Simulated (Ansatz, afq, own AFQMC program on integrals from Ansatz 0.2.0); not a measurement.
# SiH4Cl (doublet): AFQMC on the coupled-cluster ladder at distance Si1–H5 along a hydrogen transfer = 1.774 Å, cc-pVTZ

Aim: compute SiH4Cl (doublet) with auxiliary-field quantum Monte Carlo on the same integrals as coupled cluster, and set the energies side by side.

Method: cc-pVTZ, frozen cores; program: Ansatz 0.2.0, Gaussian basis, and an in-house AFQMC program (afq) on its integrals; all values are calculated.

The runs, in order: PBE (unrestricted); CCSD(T) on UHF; CCSD(T) on UHF; r2SCAN (unrestricted); PBE0 (unrestricted); B3LYP (unrestricted); CCSD(T) on UHF; wB97M-V (unrestricted); B2PLYP (unrestricted); Phaseless AFQMC, CISD trial on UHF.

## Step 1: The geometry

The geometry derives from fragments relaxed apart (PBE0/def2-TZVP) and kept rigid, so it is no stationary point. A hydrogen atom is moved between rigid fragments.

6 atoms, charge 0, spin multiplicity 2.

Atoms are counted from 1 here; the program's logs count them from 0.

Bond lengths: Si1–H2 1.485 Å, Si1–H3 1.485 Å, Si1–H4 1.485 Å, H5–Cl6 1.466 Å. Angles: H2–Si1–H3 109.5°, H2–Si1–H4 109.5°, H3–Si1–H4 109.5°.

Coordinates:

```xyz
6

Si   -1.7043    0.0000    0.0000
H    -2.1992    1.3997    0.0000
H    -2.1992   -0.6999    1.2122
H    -2.1992   -0.6999   -1.2122
H     0.0697    0.0000    0.0000
Cl    1.5357    0.0000    0.0000
```

## Step 2: PBE (unrestricted)

in.yaml

```yaml
crystal:
  periodic: [false, false, false]
  atoms:
    - {symbol: Si, position_ang: [-1.704291, 0.000000, 0.000000]}
    - {symbol: H, position_ang: [-2.199163, 1.399708, 0.000000]}
    - {symbol: H, position_ang: [-2.199163, -0.699854, 1.212183]}
    - {symbol: H, position_ang: [-2.199163, -0.699854, -1.212182]}
    - {symbol: H, position_ang: [0.069709, 0.000000, 0.000000]}
    - {symbol: Cl, position_ang: [1.535709, 0.000000, 0.000000]}
basis:
  gaussian: {orbitals: cc-pVTZ}
magnetization: {spin_polarized: true, initial_magnetization: 1}
hamiltonian: {xc: {name: PBE}}
output: {orbitals: {seedname: orbitals}}
```

Run with:

```console
ansatz run in.yaml --threads 1 --pin off --events-out ev --progress --plain --max-ram 5632MiB --backend cpu
```

Log:

```text
Functional definition: PBE
  name "PBE"
  cite "Perdew, Burke & Ernzerhof, Phys. Rev. Lett. 77, 3865 (1996) doi:10.1103/PhysRevLett.77.3865"
  parent pbe
  parameter kappa = 0.804
  parameter beta = 0.06672455060314922
  exchange = pbe_x(kappa = kappa, mu = beta*pi^2/3)
  correlation = pbe_c(beta = beta)
788 factors; their error is unknown
mean field evaluation 1: about -20454.4062 eV, gradient 1.1e1 eV
mean field evaluation 2: about -20454.9268 eV, gradient 7.3e0 eV
mean field evaluation 4: about -20455.2187 eV, gradient 5.6e-1 eV
mean field evaluation 8: about -20455.1891 eV, gradient 1.3e-1 eV
mean field evaluation 16: about -20455.1891 eV, gradient 1.2e-5 eV
mean field -20455.18913477 eV, -751.7143356776 hartree, gradient 1.2e-5 eV, S^2 0.752744; 0 other end points of the search recorded, 0 dependent functions left out
reference -20455.18917223 eV, -751.7143370542 hartree; 18, 17 occupied and 106, 107 virtual orbitals, 788 factors
Total energy: -20455.18917223 eV, -751.7143370542 hartree
```

Run time: 2.1 s. Hardware: 1 thread of AMD EPYC 7R13 (Zen 3), shared host; peak memory 2.1 GiB.

From the report: ⟨S²⟩ of the determinant 0.753 (pure doublet: 0.75).

## Step 3: CCSD(T) on UHF

Edit in.yaml of step 2 so:

```diff
@@ -12,3 +12,2 @@
 magnetization: {spin_polarized: true, initial_magnetization: 1}
-hamiltonian: {xc: {name: PBE}}
-output: {orbitals: {seedname: orbitals}}
+correlation: {method: ccsd_t, electrons: outside_noble_gas, hamiltonian_folder: ham}
```

Run with:

```console
ansatz run in.yaml --threads 1 --pin off --events-out ev --progress --plain --max-ram 16896MiB --backend cuda --devices 0, --max-vram 18GiB
```

Log, cut to the lines that bear on the results:

```text
Functional definition: HF
  name "HF"
  cite "Fock, Z. Phys. 61, 126 (1930) doi:10.1007/BF01340294"
  parent pbe
[...]
704 factors; integrals over basis functions are off by at most 1.3e-3 eV
[...]
mean field -20428.30224570 eV, -750.7262607288 hartree, gradient 5.7e-6 eV, S^2 0.776338; 1 other end points of the search recorded, 0 dependent functions left out
determinant -20428.30224570 eV, -750.7262607288 hartree, with singles and doubles -20438.65462758 eV, -751.1067037458 hartree
determinant -20425.49712244 eV, -750.6231743505 hartree, with singles and doubles -20435.77162980 eV, -751.0007555317 hartree
10 core orbitals not correlated: weight in the atoms' cores, before any rotation towards them, 1.000 or more for the frozen orbitals, at most 0.000 for the correlated occupied ones
reference -20428.30224570 eV, -750.7262607288 hartree; 8, 7 occupied and 106, 107 virtual orbitals, 704 factors
second order -8.96526786 eV of doubles, -0.00000000 eV of singles
cycle   1  -10.20229657 eV  change   -5.0e-1 eV  update   1.9e-2
[...]
cycle   8  -10.21659385 eV  change   -3.3e-6 eV  update   1.1e-5
perturbative correction -0.35286520 eV, -0.0129675567 hartree
Total energy: -20438.87170475 eV, -751.1146811846 hartree
```

Wall time 3.7 s (1 × NVIDIA H100 80GB HBM3 with 1 thread of AMD EPYC 7R13 (Zen 3), shared host); peak host memory 2.1 GiB.

From the report: ⟨S²⟩ of the determinant 0.776 (pure doublet: 0.75); correlation -10.5695 eV; T1 0.014; largest double amplitude 0.03.

This run also writes the integrals to the folder ham.

## Step 4: CCSD(T) on UHF

Edit in.yaml of step 3 so:

```diff
@@ -10,4 +10,4 @@
 basis:
-  gaussian: {orbitals: cc-pVTZ}
+  gaussian: {orbitals: def2-TZVPP}
 magnetization: {spin_polarized: true, initial_magnetization: 1}
-correlation: {method: ccsd_t, electrons: outside_noble_gas, hamiltonian_folder: ham}
+correlation: {method: ccsd_t, electrons: outside_noble_gas}
```

The command is unchanged.

Log, cut to the lines that bear on the results:

```text
Functional definition: HF
  name "HF"
  cite "Fock, Z. Phys. 61, 126 (1930) doi:10.1007/BF01340294"
  parent pbe
[...]
790 factors; integrals over basis functions are off by at most 1.3e-3 eV
[...]
mean field -20428.00882177 eV, -750.7154775984 hartree, gradient 5.9e-6 eV, S^2 0.776783; 1 other end points of the search recorded, 0 dependent functions left out
determinant -20428.00882177 eV, -750.7154775984 hartree, with singles and doubles -20438.41787572 eV, -751.0980032755 hartree
determinant -20425.20041357 eV, -750.6122705006 hartree, with singles and doubles -20435.53364493 eV, -750.9920097489 hartree
10 core orbitals not correlated: weight in the atoms' cores, before any rotation towards them, 1.000 or more for the frozen orbitals, at most 0.000 for the correlated occupied ones
reference -20428.00882177 eV, -750.7154775984 hartree; 8, 7 occupied and 122, 123 virtual orbitals, 790 factors
second order -9.00245267 eV of doubles, -0.00000000 eV of singles
cycle   1  -10.24820490 eV  change   -5.2e-1 eV  update   2.0e-2
[...]
cycle   8  -10.26847904 eV  change   -5.9e-6 eV  update   1.3e-5
perturbative correction -0.36154189 eV, -0.0132864193 hartree
Total energy: -20438.63884270 eV, -751.1061236622 hartree
```

Wall time 2.2 s (1 × NVIDIA H100 80GB HBM3 with 1 thread of AMD EPYC 7R13 (Zen 3), shared host); peak host memory 2.1 GiB.

From the report: ⟨S²⟩ of the determinant 0.777 (pure doublet: 0.75); correlation -10.6300 eV; T1 0.014; largest double amplitude 0.04.

## Step 5: r2SCAN (unrestricted)

Edit in.yaml of step 4 so:

```diff
@@ -10,4 +10,4 @@
 basis:
-  gaussian: {orbitals: def2-TZVPP}
+  gaussian: {orbitals: cc-pVTZ}
 magnetization: {spin_polarized: true, initial_magnetization: 1}
-correlation: {method: ccsd_t, electrons: outside_noble_gas}
+hamiltonian: {xc: {name: r2SCAN}}
```

Run with:

```console
ansatz run in.yaml --threads 1 --pin off --events-out ev --progress --plain --max-ram 5632MiB --backend cpu
```

Log:

```text
Functional definition: r2SCAN
  name "r2SCAN"
  cite "Furness, Kaplan, Ning, Perdew & Sun, J. Phys. Chem. Lett. 11, 8208 (2020) doi:10.1021/acs.jpclett.0c02405"
  cite "Furness, Kaplan, Ning, Perdew & Sun, J. Phys. Chem. Lett. 11, 9248 (2020) doi:10.1021/acs.jpclett.0c03077"
  parent r2scan
  parameter k0 = 0.174
  parameter k1 = 0.065
  parameter a1 = 4.9479
  exchange = r2scan_x(k0 = k0, k1 = k1, a1 = a1)
  correlation = r2scan_c
788 factors; their error is unknown
mean field evaluation 1: about -20462.5008 eV, gradient 9.0e0 eV
mean field evaluation 2: about -20462.8942 eV, gradient 5.5e0 eV
mean field evaluation 4: about -20463.0386 eV, gradient 6.0e-1 eV
mean field evaluation 8: about -20463.0091 eV, gradient 1.3e-1 eV
mean field evaluation 16: about -20463.0091 eV, gradient 4.0e-5 eV
mean field -20463.00911128 eV, -752.0017145138 hartree, gradient 4.0e-5 eV, S^2 0.756131; 0 other end points of the search recorded, 0 dependent functions left out
reference -20463.00912343 eV, -752.0017149601 hartree; 18, 17 occupied and 106, 107 virtual orbitals, 788 factors
Total energy: -20463.00912343 eV, -752.0017149601 hartree
```

Wall time 4.8 s (1 thread of AMD EPYC 7R13 (Zen 3), shared host); peak memory 2.1 GiB.

From the report: ⟨S²⟩ of the determinant 0.756 (pure doublet: 0.75).

## Step 6: PBE0 (unrestricted)

Edit in.yaml of step 5 so:

```diff
@@ -12,2 +12,3 @@
 magnetization: {spin_polarized: true, initial_magnetization: 1}
-hamiltonian: {xc: {name: r2SCAN}}
+hamiltonian: {xc: {name: PBE0}}
+output: {orbitals: {seedname: orbitals}}
```

Same command.

Log:

```text
Functional definition: PBE0
  name "PBE0"
  cite "Adamo & Barone, J. Chem. Phys. 110, 6158 (1999) doi:10.1063/1.478522"
  cite "Perdew, Burke & Ernzerhof, Phys. Rev. Lett. 77, 3865 (1996) doi:10.1103/PhysRevLett.77.3865"
  parent pbe
  parameter a = 0.25
  parameter kappa = 0.804
  parameter beta = 0.06672455060314922
  exchange = (1 - a)*pbe_x(kappa = kappa, mu = beta*pi^2/3) + a*exact_x
  correlation = pbe_c(beta = beta)
823 factors; their error is unknown
mean field evaluation 1: about -20456.5556 eV, gradient 7.7e0 eV
mean field evaluation 2: about -20456.7675 eV, gradient 5.7e0 eV
mean field evaluation 4: about -20456.9183 eV, gradient 4.4e-1 eV
mean field evaluation 8: about -20457.0279 eV, gradient 1.9e-1 eV
mean field evaluation 16: about -20457.0280 eV, gradient 2.7e-5 eV
mean field -20457.02798238 eV, -751.7819120807 hartree, gradient 2.7e-5 eV, S^2 0.755512; 0 other end points of the search recorded, 0 dependent functions left out
reference -20457.02801076 eV, -751.7819131240 hartree; 18, 17 occupied and 106, 107 virtual orbitals, 823 factors
Total energy: -20457.02801076 eV, -751.7819131240 hartree
```

Wall time 2.8 s (1 thread of AMD EPYC 7R13 (Zen 3), shared host); peak memory 2.1 GiB.

From the report: ⟨S²⟩ of the determinant 0.756 (pure doublet: 0.75).

## Step 7: B3LYP (unrestricted)

Edit in.yaml of step 6 so:

```diff
@@ -12,3 +12,2 @@
 magnetization: {spin_polarized: true, initial_magnetization: 1}
-hamiltonian: {xc: {name: PBE0}}
-output: {orbitals: {seedname: orbitals}}
+hamiltonian: {xc: {name: B3LYP}}
```

The command is unchanged.

Log, cut to the lines that bear on the results:

```text
Functional definition: B3LYP
  name "B3LYP"
  cite "Stephens, Devlin, Chabalowski & Frisch, J. Phys. Chem. 98, 11623 (1994) doi:10.1021/j100096a001"
  cite "Becke, Phys. Rev. A 38, 3098 (1988) doi:10.1103/PhysRevA.38.3098"
  cite "Lee, Yang & Parr, Phys. Rev. B 37, 785 (1988) doi:10.1103/PhysRevB.37.785"
  cite "Vosko, Wilk & Nusair, Can. J. Phys. 58, 1200 (1980) doi:10.1139/p80-159"
[...]
812 factors; their error is unknown
[...]
mean field -20465.84361639 eV, -752.1058806553 hartree, gradient 1.9e-5 eV, S^2 0.753987; 0 other end points of the search recorded, 0 dependent functions left out
reference -20465.84386278 eV, -752.1058897100 hartree; 18, 17 occupied and 106, 107 virtual orbitals, 812 factors
Total energy: -20465.84386278 eV, -752.1058897100 hartree
```

Wall time 2.7 s (1 thread of AMD EPYC 7R13 (Zen 3), shared host); peak memory 2.1 GiB.

From the report: ⟨S²⟩ of the determinant 0.754 (pure doublet: 0.75).

## Step 8: CCSD(T) on UHF

Edit in.yaml of step 7 so:

```diff
@@ -10,4 +10,4 @@
 basis:
-  gaussian: {orbitals: cc-pVTZ}
+  gaussian: {orbitals: "def2-QZVPP.json"}
 magnetization: {spin_polarized: true, initial_magnetization: 1}
-hamiltonian: {xc: {name: B3LYP}}
+correlation: {method: ccsd_t, electrons: outside_noble_gas}
```

Run with:

```console
ansatz run in.yaml --threads 1 --pin off --events-out ev --progress --plain --max-ram 16896MiB --backend cuda --devices 0, --max-vram 18GiB
```

Log, cut to the lines that bear on the results:

```text
Functional definition: HF
  name "HF"
  cite "Fock, Z. Phys. 61, 126 (1930) doi:10.1007/BF01340294"
  parent pbe
[...]
1515 factors; integrals over basis functions are off by at most 9.6e-4 eV
[...]
mean field -20428.61637508 eV, -750.7378047706 hartree, gradient 6.8e-6 eV, S^2 0.777252; 1 other end points of the search recorded, 0 dependent functions left out
determinant -20428.61637508 eV, -750.7378047706 hartree, with singles and doubles -20439.83783427 eV, -751.1501857897 hartree
determinant -20425.80763605 eV, -750.6345855152 hartree, with singles and doubles -20436.92303665 eV, -751.0430689529 hartree
10 core orbitals not correlated: weight in the atoms' cores, before any rotation towards them, 1.000 or more for the frozen orbitals, at most 0.000 for the correlated occupied ones
reference -20428.61637508 eV, -750.7378047706 hartree; 8, 7 occupied and 242, 243 virtual orbitals, 1515 factors
second order -9.79264754 eV of doubles, -0.00000000 eV of singles
cycle   1  -10.92859385 eV  change   -9.7e-1 eV  update   2.5e-2
[...]
cycle   9  -10.96226031 eV  change    1.2e-5 eV  update   8.6e-6
perturbative correction -0.42937645 eV, -0.0157792933 hartree
Total energy: -20440.00801184 eV, -751.1564397000 hartree
```

Wall time 7 s (1 × NVIDIA H100 80GB HBM3 with 1 thread of AMD EPYC 7R13 (Zen 3), shared host); peak host memory 2.1 GiB.

From the report: ⟨S²⟩ of the determinant 0.777 (pure doublet: 0.75); correlation -11.3916 eV; T1 0.014; largest double amplitude 0.03.

## Step 9: wB97M-V (unrestricted)

Edit in.yaml of step 8 so:

```diff
@@ -10,4 +10,5 @@
 basis:
-  gaussian: {orbitals: "def2-QZVPP.json"}
+  gaussian: {orbitals: cc-pVTZ}
 magnetization: {spin_polarized: true, initial_magnetization: 1}
-correlation: {method: ccsd_t, electrons: outside_noble_gas}
+hamiltonian: {xc: {name: wB97M-V}}
+output: {orbitals: {seedname: orbitals}}
```

Run with:

```console
ansatz run in.yaml --threads 1 --pin off --events-out ev --progress --plain --max-ram 5632MiB --backend cpu
```

Log, cut to the lines that bear on the results:

```text
Functional definition: wB97M-V
  name "wB97M-V"
  cite "Mardirossian & Head-Gordon, J. Chem. Phys. 144, 214110 (2016) doi:10.1063/1.4952647"
  cite "Becke, J. Chem. Phys. 107, 8554 (1997) doi:10.1063/1.475007"
  cite "Vydrov & Van Voorhis, J. Chem. Phys. 133, 244103 (2010) doi:10.1063/1.3521275"
  # Of w^i u^j: cxij and so on, Table III.
[...]
  gx(w, u) = 1 - cx + cx01*u + cx10*w
  gss(w, u) = css00 + css04*u^4 + css10*w + css20*w^2 + css43*w^4*u^3
  gos(w, u) = cos00 + cos10*w + (cos20 + cos21*u)*w^2 + (cos60 + cos61*u)*w^6
[...]
      + integral(e_c_pw_mod_opposite_spin*gos(b97_w_opposite, b97_u_opposite)) + vv10(b, c)
800 factors; their error is unknown
175 factors; integrals over basis functions are off by at most 6.6e-5 eV
[...]
mean field -20462.74598737 eV, -751.9920448885 hartree, gradient 3.9e-5 eV, S^2 0.753712; 0 other end points of the search recorded, 0 dependent functions left out
reference -20462.74602992 eV, -751.9920464520 hartree; 18, 17 occupied and 106, 107 virtual orbitals, 800 factors
Total energy: -20462.74602992 eV, -751.9920464520 hartree
```

Run time: 9 s. Hardware: 1 thread of AMD EPYC 7R13 (Zen 3), shared host; peak memory 2.1 GiB.

From the report: ⟨S²⟩ of the determinant 0.754 (pure doublet: 0.75).

## Step 10: B2PLYP (unrestricted)

Edit in.yaml of step 9 so:

```diff
@@ -12,3 +12,3 @@
 magnetization: {spin_polarized: true, initial_magnetization: 1}
-hamiltonian: {xc: {name: wB97M-V}}
-output: {orbitals: {seedname: orbitals}}
+hamiltonian: {xc: {name: B2PLYP}}
+correlation: {electrons: outside_noble_gas}
```

The command is unchanged.

Log, cut to the lines that bear on the results:

```text
Functional definition: B2PLYP
  name "B2PLYP"
  cite "Grimme, J. Chem. Phys. 124, 034108 (2006) doi:10.1063/1.2148954"
  cite "Becke, Phys. Rev. A 38, 3098 (1988) doi:10.1103/PhysRevA.38.3098"
  cite "Lee, Yang & Parr, Phys. Rev. B 37, 785 (1988) doi:10.1103/PhysRevB.37.785"
[...]
704 factors; integrals over basis functions are off by at most 1.3e-3 eV
[...]
mean field -20454.58759948 eV, -751.6922296634 hartree, gradient 4.0e-6 eV, S^2 0.760574; 0 other end points of the search recorded, 0 dependent functions left out
10 core orbitals not correlated: weight in the atoms' cores, before any rotation towards them, 1.000 or more for the frozen orbitals, at most 0.000 for the correlated occupied ones
reference -20454.58775656 eV, -751.6922354359 hartree; 8, 7 occupied and 106, 107 virtual orbitals, 704 factors
second order -11.01489743 eV of doubles, -0.00000000 eV of singles
Total energy: -20457.56177886 eV, -751.8015287398 hartree
```

Wall time 3.5 s (1 thread of AMD EPYC 7R13 (Zen 3), shared host); peak memory 2.1 GiB.

From the report: ⟨S²⟩ of the determinant 0.761 (pure doublet: 0.75).

## Step 11: Phaseless AFQMC, CISD trial on UHF

It reads the integrals that the CCSD(T) run on this determinant wrote.

Run with:

```console
afq ham --method phaseless --trial cisd --walkers 600 --populations 10 --least-time 60 --time-step 0.005 --steps-per-block 50 --equilibration-blocks 28 --max-blocks 4000 --target-error 0.00023 --factor-cut 1e-05 --start spin_pure --seed 5088 --release-times 0.24,0.51,0.99,1.5 --release-step 0.03 --release-every 4 --taylor-order 6
```

Log:

```text
orbitals 114  electrons 8 7  factors 692 of 704
reference energy -750.72626073 Eh
CCSD correlation -0.37545289 Eh in 11 cycles, weight of the determinant in the CISD state 0.8467
energy of the start -751.100051 Eh
 block  time / (1/Eh)  mean weight  energy / Eh
     1     0.250  0.9998  -751.093668
     2     0.500  0.9996  -751.098340
     3     0.750  0.9998  -751.103212
     4     1.000  1.0001  -751.105973
     5     1.250  0.9992  -751.109313
     6     1.500  0.9996  -751.111500
     7     1.750  1.0002  -751.111750
     8     2.000  0.9995  -751.114889
     9     2.250  0.9996  -751.113574
    10     2.500  1.0000  -751.112410
    13     3.250  0.9994  -751.117874
    17     4.250  1.0002  -751.116146
    21     5.250  0.9991  -751.114368
    25     6.250  0.9999  -751.117230
    29     7.250  0.9998  -751.114043
    33     8.250  1.0011  -751.115985
    37     9.250  1.0000  -751.113984
    41    10.250  0.9992  -751.116593
    45    11.250  0.9993  -751.116358
    49    12.250  1.0005  -751.117604
    53    13.250  0.9998  -751.116208
    57    14.250  1.0001  -751.117471
    61    15.250  1.0002  -751.116657
    65    16.250  0.9998  -751.113559
    69    17.250  0.9994  -751.113974
    73    18.250  0.9995  -751.118773
    77    19.250  0.9985  -751.116878
    81    20.250  0.9993  -751.115933
    85    21.250  0.9998  -751.115088
    89    22.250  0.9993  -751.114203
    93    23.250  0.9994  -751.115041
    97    24.250  0.9995  -751.115847
   101    25.250  0.9999  -751.116618
   105    26.250  1.0004  -751.111509
   109    27.250  0.9990  -751.116316
   113    28.250  1.0004  -751.116786
   117    29.250  1.0000  -751.115463
   121    30.250  0.9998  -751.115006
   125    31.250  1.0009  -751.113658
   129    32.250  0.9998  -751.114935
   133    33.250  1.0003  -751.116639
   137    34.250  1.0004  -751.117240
   141    35.250  1.0006  -751.117064
   145    36.250  1.0002  -751.116531
   149    37.250  1.0004  -751.115414
   153    38.250  1.0003  -751.114859
   157    39.250  0.9996  -751.115786
   161    40.250  0.9994  -751.114961
   165    41.250  1.0004  -751.117262
   169    42.250  0.9992  -751.113936
   173    43.250  1.0009  -751.116639
   177    44.250  1.0007  -751.114216
error from the spread of 10 populations
released: time / (1/Eh)  energy / Eh  error  mean overlap
  0.24  -751.115757  0.000197  0.9958
  0.51  -751.116244  0.000268  0.9907
  0.99  -751.116885  0.000326  0.9807
  1.50  -751.117308  0.000345  0.9634
energy -751.115608 +/- 0.000206 Eh
```

Wall time 98 s (1 × NVIDIA H100 80GB HBM3 with 2 threads of AMD EPYC 7R13 (Zen 3), shared host); peak host memory 2.1 GiB.

Energy -20438.8969 ± 0.0056 eV. Caveats: constraint bias not in the error.

## Step 12: AFQMC on the ladder

On the UHF determinant, counted from CCSD(T) (a yardstick, not exact):

```csv
level,energy (eV),from CCSD(T) (kJ/mol),statistical error (kJ/mol),time
HF,-20428.3022,+1019.8,,
MP2,-20437.2675,+154.8,,
CCSD,-20438.5188,+34.0,,
CCSD(T),-20438.8717,0.0,,
"Phaseless AFQMC, CISD trial, step 0.005, 600 walkers",-20438.8969,-2.4,0.5,98 s
```

The functionals' totals stand on their own zeros and serve differences with other points: PBE -20455.189 eV; r2SCAN -20463.009 eV; PBE0 -20457.028 eV; B3LYP -20465.844 eV; wB97M-V -20462.746 eV; B2PLYP -20457.562 eV.

## Step 13: What came out

| quantity | value |
| --- | --- |
| Phaseless AFQMC, CISD trial on UHF from CCSD(T) | -2.4 ± 0.5 kJ/mol |

**Reading.** On UHF the phaseless walk with the CISD trial lies -2.4 kJ/mol from CCSD(T), 4 times its error bar. Error bars are statistical and leave out the constraint, the time step and what remains of the start.
